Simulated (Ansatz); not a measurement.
C2H3F, SMILES `C[C]F` (excited triplet) (charge 0, multiplicity 3). This triplet is an excited state, 0.87 eV above the relaxed singlet at the level frozen-core CCSD(T)/cc-pVTZ // B3LYP-D3(BJ)/def2-TZVP (Ansatz, a program for electronic structure).

Z-matrix (Å, degrees):
```
C
H 1 1.0896
H 1 1.0981 2 108.16
H 1 1.0981 2 108.16 3 -117.25
C 1 1.4756 2 109.05 3 121.37
F 5 1.3264 1 123.08 2 -179.96
```
Charge 0, spin multiplicity 3.

Frozen-core energies in 6-31g from Ansatz at a geometry from B3LYP-D3(BJ)/def2-TZVP; the HF reference has <S^2> = 2.01 and the T1 diagnostic is 0.015.

```json
[
 {"level": "HF", "energy (Ha)": "-176.75640"},
 {"level": "MP2", "energy (Ha)": "-177.01618"},
 {"level": "CCSD", "energy (Ha)": "-177.03988"},
 {"level": "CCSD(T)", "energy (Ha)": "-177.04515"}
]
```

Question: Estimate the energies of CCSDT and CCSDT(Q), and give each level's difference from CCSDT(Q).

Answer: 
```csv
level,energy (Ha),difference from CCSDT(Q) (mHa)
MP2,-177.01618,30.20
CCSD,-177.03988,6.51
CCSD(T),-177.04515,1.24
CCSDT,-177.04588,0.51
CCSDT(Q),-177.04639,0.00
```
